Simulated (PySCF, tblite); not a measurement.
# BAsH6, a complex of two parts as drawn: NMR shifts, interaction energy, infrared bands, spin-spin couplings, core binding energies and electronic excitations, part 3 of 3

tblite 0.8.0 and PySCF 2.14.0. Atoms count from 0, parts from 1. The steps go on from the part before.

## 8. Core holes by ΔSCF: SCAN, X2C

What the job is given:

```
{"job": {"kind": "xps", "holes": 4}, "charge": 0, "multiplicity": 1, "parts": [{"atoms": "0-3", "charge": 0, "multiplicity": 1}, {"atoms": "4-7", "charge": 0, "multiplicity": 1}]}
B     -0.455136     0.358554    -0.386310
H      0.689015     0.633353    -0.655130
H     -0.797924     0.620441     0.741221
H     -0.846295    -0.701165    -0.812082
As    -1.519267     1.709807    -1.500223
H     -3.023822     1.689526    -1.415491
H     -1.372704     1.693801    -3.000151
H     -1.295151     3.181175    -1.262776
```

With the program's defaults for keys left out, this is: delta-SCF UKS SCAN, pcX-2 on the ionised atom, pcseg-1 elsewhere, spin-free X2C.

Output:

```text
ground state, core basis on atom 0 (B), 102 functions
  cycle   1  E = -2283.76834796  |g| = 3.97e-01
  cycle   2  E = -2283.72119832  |g| = 5.07e-01
  cycle   3  E = -2283.82777893  |g| = 4.40e-02
  cycle   4  E = -2283.82799639  |g| = 1.05e-02
  cycle   5  E = -2283.82799580  |g| = 4.08e-03
  cycle   6  E = -2283.82800466  |g| = 7.43e-04
  cycle   7  E = -2283.82800403  |g| = 2.35e-04
  E(ground) = -2283.72950025 Eh
hole in B 1s of atom 0
  cycle   1  E = -2276.27579695  |g| = 1.17e+00
  cycle   2  E = -2275.69220860  |g| = 1.44e+00
  cycle   3  E = -2276.65730144  |g| = 2.59e-01
  cycle   4  E = -2276.69643353  |g| = 7.14e-02
  cycle   5  E = -2276.69930064  |g| = 1.77e-02
  cycle   6  E = -2276.69944569  |g| = 8.89e-03
  cycle   7  E = -2276.69951215  |g| = 2.91e-03
  cycle   8  E = -2276.69952353  |g| = 1.36e-03
  cycle   9  E = -2276.69952652  |g| = 2.62e-04
  E(ion) = -2276.60177053 Eh   <S^2> = 0.7770   hole on atom = 1.000   binding energy = 193.955 eV

== part 1 alone, relaxed ==
ground state, core basis on atom 0 (B), 60 functions
  cycle   1  E = -26.58923019  |g| = 1.15e-01
  cycle   2  E = -26.59271050  |g| = 7.06e-02
  cycle   3  E = -26.59430583  |g| = 1.27e-02
  cycle   4  E = -26.59435551  |g| = 7.88e-04
  cycle   5  E = -26.59435508  |g| = 7.03e-05
  E(ground) = -26.59399860 Eh
hole in B 1s of atom 0
  cycle   1  E = -18.96771548  |g| = 1.13e+00
  cycle   2  E = -19.05518855  |g| = 7.58e-01
  cycle   3  E = -19.32415958  |g| = 1.51e-01
  cycle   4  E = -19.33662995  |g| = 1.73e-02
  cycle   5  E = -19.33670744  |g| = 4.07e-03
  cycle   6  E = -19.33671969  |g| = 8.94e-04
  cycle   7  E = -19.33672091  |g| = 2.48e-04
  E(ion) = -19.33714276 Eh   <S^2> = 0.7628   hole on atom = 1.000   binding energy = 197.469 eV
```

It took 9.7 s on 1 thread of Arm Neoverse N1, shared host; peak memory 0.8 GiB.

The holes in one table. −ε is the ground-state orbital energy:

| hole | stands for | environment | ΔSCF (eV) | −ε (eV) | ⟨S²⟩ |
| --- | --- | --- | --- | --- | --- |
| B1s on B0 | B0 | boron bonded to As, 3 H | 193.96 | 178.6 | 0.777 |

What binding changes (parts relaxed alone, same level, their own basis):

| hole | alone (eV) | in the cluster | change (eV) |
| --- | --- | --- | --- |
| B1s on B0 | 197.47 | 193.96 | -3.51 |

## 9. TDDFT and polarisability: CAM-B3LYP/def2-TZVPD

What the job is given:

```
{"job": {"kind": "uv", "xc": "CAM-B3LYP", "basis": "def2-TZVPD", "nstates": 6, "ntriplets": 2}, "charge": 0, "multiplicity": 1, "parts": [{"atoms": "0-3", "charge": 0, "multiplicity": 1}, {"atoms": "4-7", "charge": 0, "multiplicity": 1}]}
B     -0.455136     0.358554    -0.386310
H      0.689015     0.633353    -0.655130
H     -0.797924     0.620441     0.741221
H     -0.846295    -0.701165    -0.812082
As    -1.519267     1.709807    -1.500223
H     -3.023822     1.689526    -1.415491
H     -1.372704     1.693801    -3.000151
H     -1.295151     3.181175    -1.262776
```

Level: TDDFT CAM-B3LYP/def2-TZVPD, vertical, gas phase, core orbitals frozen in the response.

Output:

```text
coarse grid: 27344 points
cycle   1  E = -2264.3549927282  dE = -8.003e-01  |g| = 5.263e-01  |ddm| = 2.344e+00
cycle   2  E = -2264.3718373969  dE = -1.684e-02  |g| = 4.934e-01  |ddm| = 6.620e-01
cycle   3  E = -2264.4006277885  dE = -2.879e-02  |g| = 2.524e-02  |ddm| = 3.031e-01
cycle   4  E = -2264.4007589959  dE = -1.312e-04  |g| = 1.412e-02  |ddm| = 3.955e-02
cycle   5  E = -2264.4008198376  dE = -6.084e-05  |g| = 1.379e-03  |ddm| = 1.454e-02
cycle   6  E = -2264.4008206826  dE = -8.450e-07  |g| = 3.257e-04  |ddm| = 2.944e-03
final grid: 56520 points
cycle   7  E = -2264.4008418604  dE = -3.390e-08  |g| = 2.809e-04  |ddm| = 1.581e-03
cycle   8  E = -2264.4008418657  dE = -5.265e-09  |g| = 2.918e-04  |ddm| = 4.365e-04
cycle   9  E = -2264.4008418756  dE = -9.888e-09  |g| = 1.935e-05  |ddm| = 1.714e-04
cycle  10  E = -2264.4008418757  dE = -1.282e-10  |g| = 3.974e-06  |ddm| = 2.592e-05
converged SCF energy = -2264.4008418757

Static polarisability (au): isotropic 52.604, principal 46.832 46.840 64.139

Singlet excitations
state   eV       nm        f      main configurations
  1   7.4677    166.0   0.07941   H-2->L 0.91
  2   7.6132    162.9   0.00065   H->L 0.76, H-1->L 0.17
  3   7.6140    162.8   0.00067   H-1->L 0.76, H->L 0.17
  4   7.8599    157.7   0.02222   H-2->L+2 0.82
  5   7.8654    157.6   0.02237   H-2->L+3 0.86
  6   8.1122    152.8   0.00023   H->L+2 0.27, H-1->L+3 0.25, H->L+3 0.23

Triplet excitations (Tamm-Dancoff, eV): 6.9959 7.0927

== part 1 alone, relaxed ==
coarse grid: 2952 points
cycle   1  E = -26.5890088636  dE = -2.483e-01  |g| = 9.121e-02  |ddm| = 1.139e+00
cycle   2  E = -26.5922117183  dE = -3.203e-03  |g| = 1.379e-02  |ddm| = 1.218e-01
cycle   3  E = -26.5923158042  dE = -1.041e-04  |g| = 3.541e-03  |ddm| = 2.150e-02
cycle   4  E = -26.5923205406  dE = -4.736e-06  |g| = 8.524e-04  |ddm| = 4.609e-03
final grid: 27328 points
cycle   5  E = -26.5916089630  dE = -5.094e-06  |g| = 9.974e-04  |ddm| = 1.106e-02
cycle   6  E = -26.5916091943  dE = -2.314e-07  |g| = 4.487e-04  |ddm| = 1.388e-03
cycle   7  E = -26.5916092528  dE = -5.845e-08  |g| = 1.558e-05  |ddm| = 3.946e-04
cycle   8  E = -26.5916092529  dE = -1.172e-10  |g| = 2.054e-06  |ddm| = 5.177e-05
converged SCF energy = -26.5916092529

Static polarisability (au): isotropic 17.569, principal 14.592 19.058 19.058

Singlet excitations
state   eV       nm        f      main configurations
  1   5.8449    212.1   0.00000   H-1->L 0.83, H->L 0.15
  2   5.8449    212.1   0.00000   H->L 0.83, H-1->L 0.15
  3   9.3807    132.2   0.10985   H->L+1 0.96
  4   9.3807    132.2   0.10985   H-1->L+1 0.96
  5  10.8642    114.1   0.00000   H->L+2 0.35, H-1->L+3 0.35, H-1->L+5 0.13
  6  11.1213    111.5   0.00545   H-1->L+3 0.39, H->L+2 0.39

Triplet excitations (Tamm-Dancoff, eV): 5.0859 5.0860

== part 2 alone, relaxed ==
coarse grid: 14752 points
cycle   1  E = -2237.7716122191  dE = -9.270e-01  |g| = 3.812e-01  |ddm| = 1.512e+00
cycle   2  E = -2237.7762529537  dE = -4.641e-03  |g| = 3.217e-01  |ddm| = 3.221e-01
cycle   3  E = -2237.7824566618  dE = -6.204e-03  |g| = 1.800e-02  |ddm| = 1.540e-01
cycle   4  E = -2237.7825355051  dE = -7.884e-05  |g| = 5.600e-03  |ddm| = 2.395e-02
cycle   5  E = -2237.7825471595  dE = -1.165e-05  |g| = 4.999e-04  |ddm| = 7.674e-03
cycle   6  E = -2237.7825473611  dE = -2.016e-07  |g| = 1.034e-04  |ddm| = 1.301e-03
final grid: 29192 points
cycle   7  E = -2237.7825643996  dE = -6.830e-09  |g| = 8.037e-05  |ddm| = 3.326e-04
cycle   8  E = -2237.7825644002  dE = -5.975e-10  |g| = 8.202e-05  |ddm| = 1.283e-04
cycle   9  E = -2237.7825644008  dE = -5.502e-10  |g| = 4.549e-06  |ddm| = 4.233e-05
converged SCF energy = -2237.7825644008

Static polarisability (au): isotropic 35.334, principal 34.974 34.974 36.054

Singlet excitations
state   eV       nm        f      main configurations
  1   6.7430    183.9   0.14912   H->L 0.98
  2   7.0903    174.9   0.07377   H->L+2 0.61, H->L+1 0.33
  3   7.0903    174.9   0.07377   H->L+1 0.61, H->L+2 0.33
  4   9.0598    136.9   0.00000   H-1->L+2 0.49, H-2->L+1 0.49
  5   9.1519    135.5   0.00000   H->L+3 0.63, H-2->L 0.15, H->L+4 0.12
  6   9.1520    135.5   0.00000   H->L+4 0.63, H-1->L 0.15, H->L+3 0.12

Triplet excitations (Tamm-Dancoff, eV): 5.8645 5.8645
```

It took 20 s on 1 thread of Arm Neoverse N1, shared host; peak memory 0.8 GiB.

Frontier orbitals and where they lie:

| orbital | eV | atoms |
| --- | --- | --- |
| HOMO−3 | -13.17 | As4 45 %, H7 26 %, H5 16 % |
| HOMO−2 | -10.12 | B0 36 %, As4 32 %, H1 8 % |
| HOMO−1 | -10.09 | B0 44 %, H3 26 %, H2 10 % |
| HOMO | -10.09 | B0 44 %, H1 20 %, H2 20 % |
| LUMO | 0.28 | As4 34 %, B0 21 %, H6 13 % |
| LUMO+1 | 1.02 | B0 54 %, As4 15 %, H6 6 % |
| LUMO+2 | 1.19 | As4 50 %, H5 18 %, H7 14 % |

With each of the 6 states as a Gaussian band of 0.4 eV half-width at 1/e, the curve within the window shown has maxima at 163 nm (ε 4,100) L/(mol cm). Beyond the last state computed it falls off for lack of states. The curve at chosen wavelengths:

nm, ε (L/mol/cm) and a bar:
```
      147        292 
      148        427 #
      150        813 ####
      151       1064 ######
      152       1347 ########
      154       1983 #############
      155       2317 ################
      156       2649 ##################
      158       3266 #######################
      159       3533 #########################
      160       3760 ###########################
      162       4060 ##############################
      163       4119 ##############################
      164       4109 ##############################
      165       4030 #############################
      167       3677 ###########################
      168       3419 #########################
      169       3121 ######################
      171       2462 #################
      172       2128 ##############
      173       1806 ############
      175       1236 #######
      176        996 ######
      177        790 ####
      179        474 #
      180        359 #
```

Ground-state properties from the same run:

| property | computed |
| --- | --- |
| dipole moment (D) | 3.92 |
| polarisability (Å³) | 7.80 |
| HOMO–LUMO gap (eV) | 10.36 |
| −ε(HOMO) (eV) | 10.09 |

What binding changes (parts relaxed alone, same level, their own basis):

| part | S1 alone (eV) | f | α alone (Å³) |
| --- | --- | --- | --- |
| 1 | 5.84 | 0.000 | 2.60 |
| 2 | 6.74 | 0.149 | 5.24 |

## 10. What came out

The summary covers parts 1 to 3.

| quantity | value |
| --- | --- |
| binding energy (GFN2-xTB) | -12.06 kcal/mol |
| point group | C3v |
| rotational constants (main isotopes) | 53.35, 8.34, 8.34 GHz |
| shieldings of H, B, As (PBE0/pcSseg-2, a mean where the table joins atoms) | H5 27.2, H1 30.1, B0 143.9, As4 1623.1 ppm |
| largest proton shift on binding | H1, -6.94 ppm |
| interaction energy, CCSD(T) limit estimate | -28.85 kcal/mol |
| MP2/aug-cc-pVQZ | -30.62 kcal/mol |
| T1 diagnostic | 0.0088 |
| strongest single infrared mode (PBE0-D3(BJ)/def2-TZVPD) | 907 cm⁻¹ |
| largest coupling of the table (B3LYP/pcSseg-1+pcJ-1) | ¹J(B,H) B0–H1, 123.6 Hz |
| B1s binding energies, SCAN/pcX-2 | B0 193.96 eV |
| lowest singlet (CAM-B3LYP/def2-TZVPD) | 7.47 eV (166 nm), f = 0.079 |
| lowest triplet | 7.00 eV |

What this shows: At its xTB geometry the search ends with the contact B0···As4 (bond, 2.06 Å); 6 starts can't prove it the lowest minimum. A later relaxation moves these distances. Relaxing lowered the energy by 0.103 eV in 4 steps; the close pair that moved most is B0–H3, from 1.164 to 1.207 Å. At PBE0/pcSseg-2: Shielding is most anisotropic at As4 (span 200 ppm, paramagnetic term -1253 ppm). On binding (GIAO PBE0/pcSseg-2 NMR shielding, non-relativistic, gas phase), H1 moves most among the protons, 6.94 ppm upfield. At this geometry B0 and As4 of different parts are bonded (2.05 Å), so this energy is that of a chemical bond rather than of a weak contact. The interaction energy leaves out the deformation of the parts, 11.10 kcal/mol at MP2. So large a deformation means that a part is far from its own minimum, so a sum across the two methods would be rough. No mode is imaginary at PBE0-D3(BJ)/def2-TZVPD; the softest lies at 191 cm⁻¹. Spin-orbit coupling is left out, which matters for shieldings and couplings at and beside the heavy atoms.
